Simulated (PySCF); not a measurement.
**P: ionisation energy**

P [Ne] 3s2 3p3 (4S) → P⁺ [Ne] 3s2 3p2 (3P), as a difference of total energies. All numbers are calculated (PySCF 2.14, the non-relativistic Hamiltonian (point nucleus), in aug-cc-pV(5+d)Z). Correlated levels: valence: [Ne] frozen. The calculations carry no spin-orbit coupling.

```csv
method,ionisation energy (eV)
UHF,9.905
LDA,10.577
PBE,10.489
PBE0,10.529
r2SCAN,10.615
PW91,10.531
B2PLYP,10.347
B97-3,10.348
MP2 (valence),10.540
SCS-MP2 (valence),10.359
```

Q: How much does correlation contribute at MP2 (valence)?

A: 10.540 − (9.905) = 0.635 eV, measured against UHF.

For comparison: 10.526 eV (measured; NIST levels, between the centres of gravity of the two terms).
